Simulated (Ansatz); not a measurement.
```yaml
crystal:
  periodic: [false, false, false]
  atoms:
    - {symbol: Cr, position_ang: [-0.407718, -0.000158, -0.000897]}
    - {symbol: C, position_ang: [1.421738, 0.000553, 0.003128]}
    - {symbol: H, position_ang: [2.045245, 0.902385, 0.001902]}
    - {symbol: H, position_ang: [2.045934, -0.900795, 0.007099]}
basis:
  gaussian: {orbitals: def2-TZVP}
hamiltonian: {xc: pbe0}
relax: {f_tol: 0.004, max_steps: 80}
```

```sh
$ ansatz run in.yaml --threads 1 --pin off --events-out ev --progress --plain --max-ram 2176MiB
```

Steps of the relaxation (energy above the last step; positions in Å, forces in eV/Å):

```
4
step 1, 76.8 meV
Cr   -0.408    0.000   -0.001    1.638    0.001    0.004
C     1.422    0.001    0.003   -1.070    0.000   -0.002
H     2.045    0.902    0.002   -0.284   -0.011   -0.001
H     2.046   -0.901    0.007   -0.284    0.011   -0.001
```

```
4
step 2, 17.2 meV
Cr   -0.367    0.000   -0.001    0.809    0.000    0.002
C     1.421    0.001    0.003   -0.522    0.000   -0.001
H     2.025    0.911    0.002   -0.144   -0.007    0.000
H     2.026   -0.910    0.007   -0.144    0.007    0.000
```

```
4
step 3, 0.2 meV
Cr   -0.329    0.000   -0.001   -0.090    0.000    0.000
C     1.421    0.001    0.003    0.120    0.000    0.000
H     2.006    0.919    0.002   -0.015    0.008    0.000
H     2.007   -0.918    0.007   -0.015   -0.008    0.000
```

```
4
step 5, 0.0 meV
Cr   -0.331    0.000   -0.001    0.003    0.000    0.000
C     1.423    0.001    0.003    0.004    0.000    0.000
H     2.006    0.921    0.002   -0.003    0.001    0.000
H     2.007   -0.919    0.007   -0.003   -0.001    0.000
```

Close pairs at the end: C2–H3 1.090 Å, C2–H4 1.090 Å, Cr1–C2 1.754 Å.

A stationary point of restricted PBE0 after 5 steps (its stability towards spin polarisation wasn't tested); no frequencies were run, so it isn't proven a minimum. 40 s on 1 thread of Intel Xeon Platinum 8488C, shared host.
